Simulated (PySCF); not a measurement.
**The electron affinity along group 15**

All values are computed (PySCF 2.14, energy differences of UHF-based or UKS calculations, no spin-orbit coupling). Values in eV. The last column holds reference values (measured affinities from photodetachment; the arrow runs from anion to atom). Unmarked ones compare directly (S terms, centres of terms, or small fine structure); those marked * lie between the lowest fine-structure levels and include a spin-orbit shift.

| element | configurations | UHF | MP2 (valence) | SCS-MP2 (valence) | CCSD (valence) | CCSD(T) (valence) | reference |
| --- | --- | --- | --- | --- | --- | --- | --- |
| P (aug-cc-pVQZ-DK, spin-free X2C) | [Ne] 3s2 3p4 → [Ne] 3s2 3p3 | -0.334 | 0.533 | 0.618 | 0.605 | 0.679 | 0.747 * |
| As (aug-cc-pVQZ-DK, spin-free X2C) | [Ar] 3d10 4s2 4p4 → [Ar] 3d10 4s2 4p3 | -0.295 | 0.531 | 0.606 | 0.615 | 0.682 | 0.804 * |
| Sb (aug-cc-pVQZ-DK3, spin-free X2C) | [Kr] 4d10 5s2 5p4 → [Kr] 4d10 5s2 5p3 | -0.053 | 0.684 | 0.752 | 0.782 | 0.841 | 1.047 * |
| Bi (aug-cc-pVQZ-DK3, spin-free X2C) | [Xe] 4f14 5d10 6s2 6p4 → [Xe] 4f14 5d10 6s2 6p3 | -0.174 | 0.582 | 0.650 | 0.673 | 0.734 | 0.942 * |

For Bi a determinant mixes LS terms or the coupling is close to jj, so these rows are model values.

"Valence" correlates the outer s and p shells and, in groups 3 to 12 and the f block, the outer d or f shell, open or full, or the next shell where the ion has no valence electron left; the wider scheme adds the next inner shell.
